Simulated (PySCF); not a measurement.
Below is a simulated gas-phase C 1s photoelectron spectrum of 3-hydroxypropionitrile, `N#CCCO`.

Every computed line was given a Gaussian of 1.0 eV full width at half maximum and an area set by the number of equivalent atoms; the highest printed point is 100. Level of theory: delta-SCF UKS SCAN, pcX-2 on the ionised atom, pcseg-1 elsewhere, spin-free X2C in PySCF.

binding energy (eV), intensity and a bar:
```
    291.1          0 
    291.2          0 
    291.3          1 
    291.4          2 
    291.5          3 #
    291.6          5 ##
    291.7          9 ###
    291.8         14 ####
    291.9         22 ######
    292.0         31 #########
    292.1         43 #############
    292.2         55 #################
    292.3         68 ####################
    292.4         80 ########################
    292.5         90 ###########################
    292.6         97 #############################
    292.7        100 ##############################
    292.8         99 ##############################
    292.9         94 ############################
    293.0         87 ##########################
    293.1         77 #######################
    293.2         66 ####################
    293.3         54 ################
    293.4         43 #############
    293.5         33 ##########
    293.6         24 #######
    293.7         17 #####
    293.8         12 ###
    293.9          7 ##
    294.0          5 #
    294.1          3 #
    294.2          1 
    294.3          1 
    294.4          0 
    294.5          0 
    294.6          0
```

Task: How many maxima does the curve show, and how many computed lines lie under it?

Result: The curve has 1 maximum (at 292.7 eV). Under it lie 3 lines from 3 inequivalent carbon sites. At this width some lines have no maximum of their own.

Task: Decompose the envelope and assign each component. Numbering: `[N:1]#[C:2][CH2:3][CH2:4][OH:5]`.

Result: 
| position (eV) | relative area | line | atoms | environment |
| --- | --- | --- | --- | --- |
| 292.56 | 1 | C 1s | C3 | sp3 carbon next to a nitrile |
| 292.62 | 1 | C 1s | C2 | nitrile carbon |
| 293.11 | 1 | C 1s | C4 | carbinol carbon (C–OH) |

Task: What are the centre and the root-mean-square width of the whole band?

Result: The area-weighted mean of the lines is 292.76 eV. Their own spread about it is 0.24 eV (rms) and each Gaussian has σ = 1.0/2.355 = 0.42 eV; the variances add, which gives 0.49 eV.

Lowest listed C 1s: C3, bonded to 2 C and 2 H. Highest, 0.55 eV above it: C4, bonded to O, C and 2 H. Summing the Pauling electronegativity differences to the bonded atoms, each weighted by its formal bond order, gives -0.70 for the lowest site and +0.19 for the highest; the largest sum, +1.47, belongs to C2, 0.49 eV below the top.

No satellites, vibrations or lifetime broadening are included. The structure is a single PBE0-D3(BJ)/def2-SVP conformer in the gas phase; no vibrational or solvent corrections.

Shape of the structure used: `[N:1]#[C:2][CH2:3][CH2:4][OH:5]`: C2–C3–C4–O5 59°, H–O5–C4–C3 -66°.
